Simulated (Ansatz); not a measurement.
Strontium, fcc: convergence with the plane-wave cutoff

Computed with Ansatz, LDA, scalar-relativistic PAW, on the relaxed cell (a = 5.806 Å; spin not included). Errors count from a run at 420 eV on a Γ-centred 15×15×15 mesh with Fermi-Dirac smearing of 0.1 eV, extrapolated to zero width. Fixed here: mesh 9×9×9, Fermi-Dirac width 0.1 eV. The pressure holds a Pulay correction and is unreliable far below the recommended cutoff. The SCF starts from atomic densities corrected by a trained network.

```
cutoff (eV)  E(σ→0) error (meV/atom)  P (GPa)  SCF iterations
        150                   2709.7     0.20               6
        200                    436.0     0.04               6
        250                     52.8     0.01               6
        300                      7.1    -0.03               6
        350                      3.7    -0.03               6
        420                      3.3    -0.03               6
        500                      3.2    -0.03               6
        600                      3.2    -0.03               6
        800                      3.2    -0.03               6
```

Within 5 meV/atom of the last row: from 300 eV on.
